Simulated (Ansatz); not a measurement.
`C#COC=O` at its PBE0-D4/def2-TZVP geometry, where that method's forces vanish. The species carries charge 0 and has multiplicity 1.

```xyz
7

C    -0.9079    0.6164    1.5849
C    -0.5873   -0.0322    0.6341
O    -0.2948   -0.7940   -0.3875
C     0.7433   -0.4035   -1.2058
O     1.3952    0.5698   -1.0593
H    -1.1837    1.2021    2.4281
H     0.8352   -1.1586   -1.9945
```

(1) What forces (eV/Å) does r2SCAN-D4/def2-TZVPP give on these atoms in the Gaussian-basis code of Ansatz? (Estimate.)

Results:

(1) Ansatz gave: 
```
C1  -0.122  0.227  0.344
C2   0.074 -0.102 -0.176
O3  -0.332 -0.229  0.167
C4   0.133 -0.240 -0.368
O5   0.255  0.397  0.072
H6   0.017 -0.037 -0.053
H7  -0.026 -0.015  0.015
```
